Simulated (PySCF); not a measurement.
Ionisation energy of Si by level of theory

Si [Ne] 3s2 3p2 (3P) → Si⁺ [Ne] 3s2 3p1 (2P), as a difference of total energies. Calculation: PySCF 2.14, in dyall-acv3z (19s12p6d4f, 113 functions); scalar relativity by spin-free X2C-1e. Correlated levels: valence: [Ne] frozen; virtual orbitals above 40 to 60 times the deepest correlated orbital energy dropped. The calculations carry no spin-orbit coupling.

| method | ionisation energy (eV) |
| --- | --- |
| UHF | 7.626 |
| MP2 (valence) | 8.041 |
| SCS-MP2 (valence) | 7.952 |
| CCSD (valence) | 8.066 |
| CCSD(T) (valence) | 8.108 |

Question: How much does correlation contribute at CCSD(T) (valence)?

Answer: 8.108 − (7.626) = 0.482 eV, measured against UHF.

Errors of the correlated levels include the incompleteness of this basis and the frozen core.

For comparison: 8.157 eV (measured; NIST levels, between the centres of gravity of the two terms).
